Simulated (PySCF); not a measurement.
**C₂HFN₂, a complex of two parts: interaction energy**

Aim: the interaction energy of `C#CF` with `N#N`.

Programs: PySCF 2.14.0. All values are calculated, for the isolated system unless a continuum is named. Atoms count from 0, parts from 1.

### Step 1. Starting point

6 atoms, charge 0, multiplicity 1; geometry: GFN2-xTB. Parts: 1 = atoms 0–3, `C#CF`, charge 0; 2 = atoms 4–5, `N#N`, charge 0.

### Step 2. Relaxing the molecule at PBE0-D3(BJ)/def2-SVPD

Job settings and geometry (Å):

```
{"job": {"xc": "PBE0", "basis": "def2-SVPD", "d3": "d3bj", "grid": 2, "kind": "geom"}, "charge": 0, "multiplicity": 1, "parts": [{"atoms": "0-3", "charge": 0, "multiplicity": 1}, {"atoms": "4-5", "charge": 0, "multiplicity": 1}]}
C     -0.634368     0.140958    -0.026227
C      0.532291    -0.104683     0.009984
F      1.783496    -0.385822     0.058767
H     -1.653773     0.372268    -0.064431
N     -1.722848    -1.861292     1.695164
N     -1.196516    -2.815503     1.834248
```

Command:

```console
$ OMP_NUM_THREADS=1 python cluster_run.py task.json out
```

This one command runs all jobs of the session in turn.

The program printed:

```text
step   0  E = -285.54770871  max force = 0.033046
step   1  E = -285.54997011  max force = 0.003002
step   2  E = -285.55008316  max force = 0.000555
step   3  E = -285.55027722  max force = 0.001425
step   4  E = -285.55031293  max force = 0.000625
step   5  E = -285.55032690  max force = 0.000329
optimisation converged
```

Wall time 20 s (1 thread of Arm Neoverse V1, shared host); peak memory 0.49 GiB.

Along the way:

```csv
step,energy from step 0 (eV),largest force component (eV/Å)
0,0.0000,1.6993
1,-0.0615,0.1544
2,-0.0646,0.0285
3,-0.0699,0.0733
4,-0.0709,0.0321
5,-0.0712,0.0169
```

Distances of close pairs at the start and the end, largest changes first:

```csv
bond,before (Å),after (Å),change (Å)
C0–H3,1.046,1.071,+0.025
C1–F2,1.283,1.272,-0.012
C0–C1,1.193,1.203,+0.010
N4–N5,1.099,1.098,-0.001
```

The next job starts from the end point, and lists it.

```csv
at the end point,value
point group (found at 0.08 Å tolerance),C1
"rotational constants (GHz, main isotopes)","9.901, 1.866, 1.580"
dipole moment (D),0.64
```

Contacts at the end point (a selection, picked against the atoms' radii; other short pairs can be missing):

```csv
atoms,distance (Å),kind (by distance and angle),angle (°)
C0···N4,3.45,at van der Waals distance,–
```

Against the parts relaxed at this level the binding energy is -1.09 kcal/mol, without counterpoise.

### Step 3. Coupled-cluster interaction energy: CCSD(T) and MP2

Job settings and geometry (Å):

```
{"job": {"kind": "intercc", "basis": "aug-cc-pVDZ", "basis_large": "aug-cc-pVTZ"}, "charge": 0, "multiplicity": 1, "parts": [{"atoms": "0-3", "charge": 0, "multiplicity": 1}, {"atoms": "4-5", "charge": 0, "multiplicity": 1}]}
C     -0.537167     0.312915    -0.157948
C      0.622596     0.000011    -0.092726
F      1.849864    -0.326811    -0.028663
H     -1.572035     0.585860    -0.208854
N     -1.923724    -2.080396     1.902317
N     -1.163452    -2.871033     1.860246
```

Level: CCSD(T)/aug-cc-pVDZ and MP2/aug-cc-pVTZ counterpoise interaction energy, frozen core, gas phase.

The program printed:

```text
part 1, own basis, geometry of the cluster
final grid: 39392 points
cycle   1  E = -175.6650349925  dE =  5.598e-01  |g| = 4.558e-01  |ddm| = 3.964e+00
cycle   2  E = -175.7026623886  dE = -3.763e-02  |g| = 2.326e-01  |ddm| = 1.083e+00
cycle   3  E = -175.7129140900  dE = -1.025e-02  |g| = 5.798e-02  |ddm| = 3.495e-01
cycle   4  E = -175.7139181932  dE = -1.004e-03  |g| = 1.732e-02  |ddm| = 1.199e-01
cycle   5  E = -175.7140008932  dE = -8.270e-05  |g| = 5.207e-03  |ddm| = 3.639e-02
cycle   6  E = -175.7140078870  dE = -6.994e-06  |g| = 1.985e-03  |ddm| = 9.298e-03
cycle   7  E = -175.7140092831  dE = -1.396e-06  |g| = 4.270e-04  |ddm| = 5.095e-03
cycle   8  E = -175.7140093623  dE = -7.923e-08  |g| = 8.447e-05  |ddm| = 1.150e-03
cycle   9  E = -175.7140093656  dE = -3.352e-09  |g| = 1.844e-05  |ddm| = 2.953e-04
cycle  10  E = -175.7140093658  dE = -1.540e-10  |g| = 4.380e-06  |ddm| = 5.428e-05
converged SCF energy = -175.7140093658

part 2, own basis, geometry of the cluster
final grid: 21984 points
cycle   1  E = -108.9632899852  dE =  4.979e-02  |g| = 2.976e-01  |ddm| = 2.618e+00
cycle   2  E = -108.9830145050  dE = -1.972e-02  |g| = 9.271e-02  |ddm| = 5.375e-01
cycle   3  E = -108.9845354874  dE = -1.521e-03  |g| = 1.604e-02  |ddm| = 1.281e-01
cycle   4  E = -108.9846350160  dE = -9.953e-05  |g| = 1.964e-03  |ddm| = 3.914e-02
cycle   5  E = -108.9846361336  dE = -1.118e-06  |g| = 1.982e-04  |ddm| = 4.747e-03
cycle   6  E = -108.9846361539  dE = -2.035e-08  |g| = 4.514e-05  |ddm| = 5.067e-04
cycle   7  E = -108.9846361551  dE = -1.144e-09  |g| = 4.651e-06  |ddm| = 1.509e-04
cycle   8  E = -108.9846361551  dE = -1.000e-11  |g| = 3.217e-07  |ddm| = 1.930e-05
converged SCF energy = -108.9846361551

part 1, own basis, relaxed alone
final grid: 39392 points
cycle   1  E = -175.6650361436  dE =  5.599e-01  |g| = 4.558e-01  |ddm| = 3.964e+00
cycle   2  E = -175.7026642531  dE = -3.763e-02  |g| = 2.326e-01  |ddm| = 1.083e+00
cycle   3  E = -175.7129180013  dE = -1.025e-02  |g| = 5.797e-02  |ddm| = 3.495e-01
cycle   4  E = -175.7139221164  dE = -1.004e-03  |g| = 1.732e-02  |ddm| = 1.199e-01
cycle   5  E = -175.7140048169  dE = -8.270e-05  |g| = 5.207e-03  |ddm| = 3.639e-02
cycle   6  E = -175.7140118109  dE = -6.994e-06  |g| = 1.985e-03  |ddm| = 9.299e-03
cycle   7  E = -175.7140132069  dE = -1.396e-06  |g| = 4.270e-04  |ddm| = 5.096e-03
cycle   8  E = -175.7140132862  dE = -7.921e-08  |g| = 8.446e-05  |ddm| = 1.150e-03
cycle   9  E = -175.7140132895  dE = -3.349e-09  |g| = 1.843e-05  |ddm| = 2.952e-04
cycle  10  E = -175.7140132897  dE = -1.537e-10  |g| = 4.372e-06  |ddm| = 5.423e-05
converged SCF energy = -175.7140132897

part 2, own basis, relaxed alone
final grid: 21984 points
cycle   1  E = -108.9633415919  dE =  5.041e-02  |g| = 2.975e-01  |ddm| = 2.619e+00
cycle   2  E = -108.9830533857  dE = -1.971e-02  |g| = 9.268e-02  |ddm| = 5.373e-01
cycle   3  E = -108.9845732111  dE = -1.520e-03  |g| = 1.603e-02  |ddm| = 1.281e-01
cycle   4  E = -108.9846726579  dE = -9.945e-05  |g| = 1.963e-03  |ddm| = 3.913e-02
cycle   5  E = -108.9846737748  dE = -1.117e-06  |g| = 1.982e-04  |ddm| = 4.745e-03
cycle   6  E = -108.9846737951  dE = -2.035e-08  |g| = 4.513e-05  |ddm| = 5.068e-04
cycle   7  E = -108.9846737963  dE = -1.143e-09  |g| = 4.649e-06  |ddm| = 1.509e-04
cycle   8  E = -108.9846737963  dE = -8.555e-12  |g| = 3.215e-07  |ddm| = 1.930e-05
converged SCF energy = -108.9846737963

cluster
final grid: 6008 points
cycle   1  E = -284.6978755453  dE = -1.947e-04  |g| = 3.392e-03  |ddm| = 3.084e-01
cycle   2  E = -284.6978811430  dE = -5.598e-06  |g| = 1.209e-03  |ddm| = 3.111e-02
cycle   3  E = -284.6978815731  dE = -4.301e-07  |g| = 8.399e-04  |ddm| = 4.347e-03
cycle   4  E = -284.6978817493  dE = -1.762e-07  |g| = 1.724e-04  |ddm| = 1.574e-03
cycle   5  E = -284.6978817726  dE = -2.337e-08  |g| = 8.399e-05  |ddm| = 4.466e-04
cycle   6  E = -284.6978817807  dE = -8.034e-09  |g| = 4.662e-05  |ddm| = 2.668e-04
cycle   7  E = -284.6978817831  dE = -2.402e-09  |g| = 2.177e-05  |ddm| = 1.472e-04
cycle   8  E = -284.6978817837  dE = -5.720e-10  |g| = 4.606e-06  |ddm| = 9.668e-05
converged SCF energy = -284.6978817837

part 1 in the basis of the cluster
final grid: 6008 points
cycle   1  E = -175.7140539943  dE = -4.425e-05  |g| = 1.203e-03  |ddm| = 1.824e-01
cycle   2  E = -175.7140545380  dE = -5.437e-07  |g| = 1.547e-04  |ddm| = 2.159e-02
cycle   3  E = -175.7140545491  dE = -1.111e-08  |g| = 1.338e-05  |ddm| = 3.672e-03
cycle   4  E = -175.7140545492  dE = -8.325e-11  |g| = 7.177e-06  |ddm| = 2.654e-04
converged SCF energy = -175.7140545492

part 2 in the basis of the cluster
final grid: 6008 points
cycle   1  E = -108.9846977083  dE = -6.138e-05  |g| = 1.482e-03  |ddm| = 2.314e-01
cycle   2  E = -108.9846984647  dE = -7.564e-07  |g| = 1.859e-04  |ddm| = 2.017e-02
cycle   3  E = -108.9846984800  dE = -1.537e-08  |g| = 1.694e-05  |ddm| = 2.639e-03
cycle   4  E = -108.9846984801  dE = -1.091e-10  |g| = 1.108e-05  |ddm| = 1.094e-04
converged SCF energy = -108.9846984801

Interaction energy (kcal/mol)
  counterpoise       -0.600
  uncorrected        -0.814
  dispersion part     0.000
  deformation        -0.008
  binding            -0.608

Decomposition of the uncorrected value (kcal/mol)
  electrostatic      -0.499
  Pauli               1.105
  orbital            -0.126
  dispersion          0.000
  correlation        -1.293

Charge of each part in the cluster: -0.001 0.001
part 1 in the basis of the cluster: E(HF) = -175.664592752  E2 = -0.458131550  E(CCSD corr) = -0.470536795  (T) = -0.017550309
part 2 in the basis of the cluster: E(HF) = -108.960767776  E2 = -0.317449753  E(CCSD corr) = -0.320045679  (T) = -0.013446136
cluster: E(HF) = -284.624502007  E2 = -0.777216434  E(CCSD corr) = -0.791738104  (T) = -0.031190145

Counterpoise interaction energy (kcal/mol)
  hf_small                   0.539
  mp2_small                 -0.487
  ccsd_small                -0.186
  ccsdt_small               -0.308
  hf_large                   0.547
  mp2_large                 -0.600
  scs_mp2_large             -0.376
  mp2_limit                 -0.650
  ccsdt_less_mp2             0.179
  ccsdt_limit_estimate      -0.471
  bsse_mp2_large             0.214
```

It took 4.5 min on 1 thread of Arm Neoverse V1, shared host; peak memory 2.1 GiB.

Contacts at this geometry (a selection, picked against the atoms' radii; other short pairs can be missing):

```csv
atoms,distance (Å),kind (by distance and angle),angle (°)
C0···N4,3.45,at van der Waals distance,–
```

```csv
method,interaction energy (kcal/mol),"from CCSD(T), limit estimate (kcal/mol)"
HF/aug-cc-pVDZ,0.54,+1.01
MP2/aug-cc-pVDZ,-0.49,-0.02
CCSD/aug-cc-pVDZ,-0.19,+0.28
CCSD(T)/aug-cc-pVDZ,-0.31,+0.16
HF/aug-cc-pVTZ,0.55,+1.02
MP2/aug-cc-pVTZ,-0.60,-0.13
SCS-MP2/aug-cc-pVTZ,-0.38,+0.09
"MP2, extrapolated",-0.65,-0.18
"CCSD(T), limit estimate",-0.47,0
```

### Step 4. Outcome

| quantity | value |
| --- | --- |
| point group | C1 |
| rotational constants (main isotopes) | 9.90, 1.87, 1.58 GHz |
| interaction energy, CCSD(T) limit estimate | -0.47 kcal/mol |
| MP2/aug-cc-pVTZ | -0.60 kcal/mol |
| T1 diagnostic | 0.0133 |

In words: Relaxing lowered the energy by 0.071 eV in 5 steps; the close pair that moved most is C0–H3, from 1.046 to 1.071 Å. The estimate adds CCSD(T) less MP2 in the small basis (+0.18 kcal/mol) to extrapolated MP2. Hartree-Fock gives 0.55 against -0.47 kcal/mol, so correlation carries all of the binding.
